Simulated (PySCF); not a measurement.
# U-r2SCAN/cc-pVTZ run of CF (SMILES [C]F)

Aim: the vertical doublet–quartet gap of CF at U-r2SCAN/cc-pVTZ, from 2 runs. Input form: a Python script.

The results are computed with PySCF 2.14.0.

6 further runs of the same task are left out: 6 set aside as unsound or not needed.

## 1. The system as given

CF: 2 atoms, total charge 0, spin state doublet. As SMILES, `[C]F`. Geometry: relaxed at PBE0-D4/def2-TZVP.

Bond lengths: C1–F2 1.268 Å.

## 2. The energy at U-r2SCAN/cc-pVTZ

job.py reads:

```python
from pyscf import gto, dft

mol = gto.M(
    atom='C -0.000000 0.000000 0.003080; F 0.000000 -0.000000 1.271320',
    charge=0,
    spin=1,
    basis='cc-pvtz',
    max_memory=1860,
    verbose=3,
)

calc0 = dft.UKS(mol, xc='r2scan')
calc0.conv_tol = 1e-10
calc0.grids.level = 5
calc0.kernel()
if not calc0.converged:
    calc0 = calc0.newton().run(calc0.mo_coeff, calc0.mo_occ)

e_final = calc0.e_tot
print('E(%s) = %.9f' % ('R2SCAN', e_final))
```

The run is started by

```
OMP_NUM_THREADS=1 python job.py
```

Output:

```text
WARN: HOMO -0.111940161772873 >= LUMO -0.111940161772871

converged SCF energy = -137.768128314046  <S^2> = 0.75565675  2S+1 = 2.0056488
E(R2SCAN) = -137.768128314
```

Run time: 30 s. Hardware: 1 thread of Arm Neoverse V2, shared host; peak memory 0.33 GiB.

## 3. The quartet, same level

input.py reads:

```python
from pyscf import gto, dft

mol = gto.M(
    atom='C -0.000000 0.000000 0.003080; F 0.000000 -0.000000 1.271320',
    max_memory=1860,
    spin=3,
    charge=0,
    basis='cc-pvtz',
    verbose=3,
)

mf = dft.UKS(mol, xc='r2scan')
mf.conv_tol = 1e-10
mf.grids.level = 5
mf.kernel()
if not mf.converged:
    mf = mf.newton().run(mf.mo_coeff, mf.mo_occ)

e_tot = mf.e_tot
print('E = %.10f Eh' % e_tot)
```

The run is started by

```
OMP_NUM_THREADS=1 python input.py
```

Output:

```text
WARN: HOMO -0.111940161772845 >= LUMO -0.36553788209666

WARN: HOMO -0.228758844264003 >= LUMO -0.262219723629164

WARN: HOMO -0.211670338570731 >= LUMO -0.225958626928493

WARN: HOMO -0.196697380823822 >= LUMO -0.196391920857774

converged SCF energy = -137.652002853896  <S^2> = 3.7542687  2S+1 = 4.0021338
E = -137.6520028539 Eh
```

Run time: 11 s. Hardware: 1 thread of Arm Neoverse V2, shared host; peak memory 0.33 GiB.

## 4. Outcome

Level: U-r2SCAN/cc-pVTZ.

| quantity | value |
| --- | --- |
| doublet: total energy | -137.76813 Eh |
| doublet: dipole moment | 0.88 D |
| doublet: HOMO energy (highest over α and β) | -4.95 eV |
| doublet: LUMO energy (lowest over α and β) | -3.67 eV |
| doublet: ⟨S²⟩ | 0.756 |
| quartet: total energy | -137.65200 Eh |
| quartet: dipole moment | 0.49 D |
| quartet: HOMO energy (highest over α and β) | -5.52 eV |
| quartet: LUMO energy (lowest over α and β) | -5.34 eV |
| quartet: ⟨S²⟩ | 3.754 |
| vertical energy of the quartet above the doublet | 3.160 eV |

What this shows: At this shape the quartet lies 3.16 eV (305 kJ/mol) above the doublet.
